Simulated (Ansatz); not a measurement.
Results of RPBE (Ansatz, a program for electronic structure, plane waves, PAW) for grey tin (α-Sn).

Run with plane-wave cutoff 520 eV, 20×20×20 k mesh, Fermi–Dirac smearing 0.05 eV, scalar-relativistic PAW data made under PBE.

Computed at the level's own relaxed cell.

Elastic tensor (GPa, Voigt notation, ions relaxed):

```
   50.9    22.5    22.5     0.0     0.0     0.0
   22.5    50.9    22.5     0.0     0.0     0.0
   22.5    22.5    50.9     0.0     0.0     0.0
    0.0     0.0     0.0    24.9     0.0     0.0
    0.0     0.0     0.0     0.0    24.9     0.0
    0.0     0.0     0.0     0.0     0.0    24.9
```

Task: Work out the Voigt, Reuss and Hill averages of the bulk and shear moduli, Young's modulus and Poisson's ratio from the printed constants.

Result: K_V = [C11 + C22 + C33 + 2(C12 + C13 + C23)]/9 = [152.7 + 2 × 67.5]/9 = 32.0 GPa. G_V = [152.7 − 67.5 + 3 × 74.7]/15 = 20.6 GPa. From the compliances S = C⁻¹, K_R = 32.0 and G_R = 19.1 GPa. Hill means: K = 32.0, G = 19.9 GPa. E = 9KG/(3K + G) = 49 GPa, ν = (3K − 2G)/(6K + 2G) = 0.24, K/G = 1.61.

Measured, for comparison: elastic constant C11 69 GPa, elastic constant C12 29.3 GPa, elastic constant C44 36.2 GPa (low temperature, zero-point motion not removed; as tabulated in Tanner et al. (2021), arXiv:2110.11888). Computed (rounded) less measured: elastic constant C11 -26 %, elastic constant C12 -23 %, elastic constant C44 -31 %.

Note: the solid has no gap at this level, which affects its response.

The computed numbers hold no vibrational or temperature effects.
